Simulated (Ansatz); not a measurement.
**Ta$_{4}$C$_{3}$ (R3m)**

Theory: DFT r2SCAN, scalar-relativistic, plane waves, PAW (Ansatz 0.2.0).

Settings: cutoff 500 eV, Γ-centred mesh 12×12×12 on the computed 7-atom cell, Gaussian smearing of 0.10 eV; no spin polarisation.

The structure is relaxed at this level of theory with its symmetry kept. Whether it is the stable form of this composition wasn't checked.

```cif
data_structure
_symmetry_space_group_name_H-M 'R3m:H'
_symmetry_Int_Tables_number 160
_cell_length_a 3.1178
_cell_length_b 3.1178
_cell_length_c 30.6558
_cell_angle_alpha 90.000
_cell_angle_beta 90.000
_cell_angle_gamma 120.000
_cell_volume 258.07
loop_
_atom_site_label
_atom_site_type_symbol
_atom_site_symmetry_multiplicity
_atom_site_Wyckoff_symbol
_atom_site_fract_x
_atom_site_fract_y
_atom_site_fract_z
_atom_site_occupancy
Ta1 Ta 3 a 0.33333 0.66667 0.29322 1
Ta2 Ta 3 a 0.33333 0.66667 0.04218 1
Ta3 Ta 3 a 0.66667 0.33333 0.12356 1
Ta4 Ta 3 a 0.00000 0.00000 0.20557 1
C1 C 3 a 0.33333 0.66667 0.16430 1
C2 C 3 a 0.00000 0.00000 0.00425 1
C3 C 3 a 0.66667 0.33333 0.24858 1
```

(1) Formation energy from the elements' standard states (uncorrected)?

(2) Density of states at the Fermi level?

(3) Löwdin character within 0.5 eV of the Fermi level?

(4) Bader charges (e)?

Spin-orbit coupling is left out, which matters for the bands of heavy elements.

## Answers

(1) -0.657 eV/atom.

(2) 1.05 states/eV per cell.

(3) Ta 5d 81 %, C 2p 15 %.

(4) Ta (1 in the cell) 1.79, Ta (1 in the cell) 1.15, Ta (1 in the cell) 0.93, Ta (1 in the cell) 2.05, C (1 in the cell) -2.01, C (1 in the cell) -1.98, C (1 in the cell) -1.93.

Cost: 1 run of about 13 core-minutes, on Intel Xeon Platinum 8259CL (Skylake/Cascade Lake) (shared hosts).